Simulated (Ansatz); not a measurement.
This Ansatz (a program for electronic structure) input (MP2/def2-TZVPP) gives -176.89215 Eh with 121 basis functions. A basis named .json is the Basis Set Exchange file of that set (core-valence sets with the plain set on hydrogen).

Ansatz 0.2 input:
```yaml
crystal:
  periodic: [false, false, false]
  atoms:
    - {symbol: C, position_ang: [-0.01075073, 0.64443952, -0.00020773]}
    - {symbol: C, position_ang: [1.14148505, -0.05703999, 0.00113003]}
    - {symbol: F, position_ang: [-1.11822560, -0.31777191, -0.00099264]}
    - {symbol: H, position_ang: [1.19675056, -1.15149369, 0.00151889]}
    - {symbol: H, position_ang: [2.08287389, 0.48704365, 0.00188105]}
basis:
  gaussian:
    orbitals: def2-TZVPP
    fitting: {mean_field: def2-universal-jkfit, correlation: aug-cc-pVQZ-RIFIT.json}
total_charge: -1
magnetization: {spin_polarized: false}
correlation: {method: mp2, electrons: outside_noble_gas}
```

Change:
```diff
- fitting: {mean_field: def2-universal-jkfit, correlation: aug-cc-pVQZ-RIFIT.json}
+ fitting: {mean_field: def2-universal-jkfit, correlation: def2-SVP-RIFIT.json}
```

Task: What does the run give now?

Result: -176.89598 Eh (MP2/def2-TZVPP, 121 functions), a change of -3.83 mEh.
